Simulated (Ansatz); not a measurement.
Ansatz (an electronic-structure program) input (CCSD(T)/aug-cc-pV(D+d)Z):
A basis named .json is the Basis Set Exchange file of that set.

Ansatz 0.2 input:
```yaml
crystal:
  periodic: [false, false, false]
  atoms:
    - {symbol: S, position_ang: [0.10491123, -0.00079548, 0.04460729]}
    - {symbol: H, position_ang: [-0.32425306, 0.99411402, -0.77358955]}
    - {symbol: H, position_ang: [-0.34497428, -0.99733403, -0.76036906]}
    - {symbol: H, position_ang: [-1.00935239, 0.01594770, 0.82024201]}
basis:
  gaussian:
    orbitals: aug-cc-pV_D+d_Z.json
total_charge: 1
magnetization: {spin_polarized: false}
correlation: {method: ccsd_t, electrons: outside_noble_gas}
output: {forces: true}
```

End of the output:

```
integrals: 0.03 GiB planned
563 factors; integrals over basis functions are off by at most 9.7e-4 eV
mean field: 0.10 GiB planned
mean field evaluation 1: about -10855.8120 eV, gradient 1.6e1 eV
mean field evaluation 2: about -10855.8115 eV, gradient 1.6e1 eV
mean field evaluation 4: about -10856.8231 eV, gradient 1.6e0 eV
mean field evaluation 8: about -10856.8430 eV, gradient 5.1e-4 eV
mean field evaluation 16: about -10856.8424 eV, gradient 3.0e-1 eV
mean field -10856.84304342 eV, -398.9816228133 hartree, gradient 9.1e-7 eV, S^2 0.000000; 0 other end points of the search recorded, 0 dependent functions left out
5 core orbitals not correlated
reference -10856.84304342 eV, -398.9816228133 hartree; 4, 4 occupied and 50, 50 virtual orbitals, 563 factors
densities: 0.13 GiB planned
second order -4.17818692 eV of doubles, -0.00000000 eV of singles
coupled cluster: 0.11 GiB planned
cycle   1  -4.73308240 eV  change   -5.5e-1 eV  update   5.2e-2
cycle   2  -4.92391194 eV  change   -1.9e-1 eV  update   1.8e-2
cycle   3  -4.93303496 eV  change   -9.1e-3 eV  update   4.0e-3
cycle   4  -4.93260359 eV  change    4.3e-4 eV  update   1.1e-3
cycle   5  -4.93229593 eV  change    3.1e-4 eV  update   3.4e-4
cycle   6  -4.93228458 eV  change    1.1e-5 eV  update   9.4e-5
cycle   7  -4.93229216 eV  change   -7.6e-6 eV  update   2.4e-5
cycle   8  -4.93229075 eV  change    1.4e-6 eV  update   6.2e-6
perturbative correction -0.13048500 eV, -0.0047952354 hartree
the calculation of the forces begins
Total energy: -10861.90581917 eV, -399.1676763903 hartree
Atom 0 at     0.104911    -0.000795     0.044607 Å, force     0.231552    -0.001755     0.098454 eV/Å
Atom 1 at    -0.324253     0.994114    -0.773590 Å, force    -0.052801     0.103174    -0.088335 eV/Å
Atom 2 at    -0.344974    -0.997334    -0.760369 Å, force    -0.054948    -0.103217    -0.086965 eV/Å
Atom 3 at    -1.009352     0.015948     0.820242 Å, force    -0.123803     0.001798     0.076847 eV/Å
Dipole moment:    -0.278950     0.002115    -0.118607 e Å
```
